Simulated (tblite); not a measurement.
**hydrogen fluoride: calculation against experiment**

**Experimental background.**

CRC Handbook of Chemistry and Physics lists, for the gas at 298.15 K: standard entropy 173.8 J/(mol K).

The runs below try to reproduce these values; the comparison stands at the end.

Hydrogen fluoride, HF.
Numbering: `[FH:1]` (hydrogens: H2 on F1)

Cartesian coordinates in Å at the GFN2-xTB level; atoms count from 1:
```xyz
2
HF angstrom
F      0.468   -0.003   -0.003
H     -0.465    0.004   -0.011
```

GFN2-xTB wavenumbers (cm⁻¹, harmonic, unscaled, at the method's own geometry): 3763. Point group C∞v, symmetry number 1. Entropy at 298.15 K and 1 bar in J/(mol K): translation 146.2, rotation 27.6, vibration 0.0.

## Comparison

**Standard entropy at 298.15 K.** Measured: 173.8 J/(mol K) (298.15 K; CRC Handbook of Chemistry and Physics).

```tsv
level	computed (J/(mol K))	computed − measured (J/(mol K))	% (from the printed values)
GFN2-xTB, rigid rotor and harmonic oscillator	173.9	+0.1	0
```

Ideal gas at 1 bar, most abundant isotopes; table values of this kind come from calorimetry or from spectroscopic constants.

No measured geometry was used, and the causes of the misses weren't examined.
